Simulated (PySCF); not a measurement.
# Complexes of sulfur dioxide

Gas-phase complexes of sulfur dioxide, each in one structure from a short search with a few starts, optimised by PBE0-D3(BJ)/def2-SVPD or PBE0-D3(BJ)/def2-TZVPD; other ways of binding may lie lower. Energies in kcal/mol, CCSD(T) at its estimated basis limit, counterpoise-corrected (PySCF): interaction is complex less parts frozen as they stand in it. Contacts are written partner···sulfur dioxide; electrostatic, Pauli and orbital are terms of the uncorrected MP2 energy, whose rest is dispersion or correlation. The CCSD(T) estimate is Hartree-Fock/aug-cc-pVQZ, plus the MP2 correlation part extrapolated as X⁻³ from aug-cc-pVTZ and aug-cc-pVQZ, plus CCSD(T) less MP2 in aug-cc-pVDZ; noble-gas cores are frozen. It isn't the exact limit.

1 other partner is left out, for which the search missed the form known or expected to bind best.

Frequency runs check only 1 of the 7 structures; these show no clear imaginary mode. 2 further partners within 0.25 kcal/mol of a listed one are not ranked.

Task: Order these partners of sulfur dioxide by interaction energy, strongest first: phosphine, formaldehyde, hydrogen sulfide, hydrogen cyanide, cyanide, water, fluoride.

Result: fluoride (-54.8), cyanide (-27.8), formaldehyde (-5.4), water (-4.2), hydrogen cyanide (-3.3), hydrogen sulfide (-2.5), phosphine (-2.0).
```
         partner  contact  distance (Å)  interaction  electrostatic  Pauli  orbital
        fluoride    F···S          1.74        -54.8         -166.2  247.9   -145.3
         cyanide    C···S          1.97        -27.8         -143.3  245.8   -131.1
    formaldehyde    O···S          2.58         -5.4          -15.2   19.7     -7.7
           water    O···S          2.70         -4.2          -11.5   12.1     -3.9
hydrogen cyanide    N···S          2.99         -3.3           -5.5    4.9     -1.7
hydrogen sulfide    S···S          3.20         -2.5           -8.1   12.0     -3.8
       phosphine    P···S          3.30         -2.0           -7.6   11.2     -3.6
```
